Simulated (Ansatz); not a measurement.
## Ansatz (development build ahead of 0.2.0) run

```yaml
crystal:
  periodic: [false, false, false]
  atoms:
    - { symbol: C, position_ang: [-0.05601, -0.01974, -0.58219] }
    - { symbol: C, position_ang: [-0.04994, -0.01884, 0.9589] }
    - { symbol: H, position_ang: [-0.05813, -1.14072, -1.22348] }
    - { symbol: H, position_ang: [-0.00745, 1.18694, -1.20447] }
basis:
  gaussian: { orbitals: "6-31G" }
hamiltonian:
  xc: hf
```

The input is written out in the form of the current development build from the run's settings.

The run gave:

```yaml
Converged: yes
Total_energy: -76.62625 hartree
Spin_squared_of_the_determinant: 0.000
```

Caution: stretched shape with no unrestricted run beside it, a lower state can exist.
